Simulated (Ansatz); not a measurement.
Energy needed to pull apart C2H2OS (SMILES O=C=CS), closed shell, into free ground-state atoms, from the structure below (at a frame of a short PBE0-D4/def2-SVP trajectory); no zero-point or spin–orbit terms; open-shell atoms are treated unrestricted, in their ground-state multiplicity.

```xyz
6
angstrom
O -0.6012 -2.2151 0.0758
C -0.0877 -1.1838 0.1980
C 0.5950 -0.0474 0.0766
S -0.4230 1.2609 -0.8519
H 1.4571 0.1006 0.7465
H -1.0623 1.7042 0.2878
```

Computed with Ansatz 0.2.0 (basis: def2-TZVPP); correlated methods freeze the cores.

| method | atomization energy (eV) |
| --- | --- |
| PBE-D4 | ? |
| r2SCAN-D4 | 25.57 |
| PBE0-D4 | 25.56 |
| wB97M-V | 25.43 |
| HF | 16.63 |
| MP2 | 25.32 |
| CCSD | ? |
| CCSD(T) | 24.38 |

Q: What does PBE-D4 give? (Judge from chemistry; the value comes from the calculation.)

A: By the calculation: 26.68 eV, which is about 2.30 eV more than CCSD(T)/def2-TZVPP.

Q: What does CCSD give? (An estimate is asked for; the value comes from the calculation.)

A: The calculation gives: 23.68 eV, which is about 0.70 eV less than CCSD(T)/def2-TZVPP.

In triple zeta the MP2 and coupled-cluster atomization energies are still short of their basis limit by a few kcal/mol a bond, whereas those of the functionals are nearly converged, so these differences are not deviations from converged CCSD(T).

T1 diagnostic: at most 0.017.

For scale, one of the runs: CCSD(T)/def2-TZVPP forces, 163 basis functions, launched by `ansatz run in.yaml --threads 2 --pin off --events-out ev --progress --plain --max-ram 3481MiB`. Time: 2.7 min of wall clock on 2 CPU threads of an Arm Neoverse V1; the host was shared. Peak host memory: 2.2 GiB.
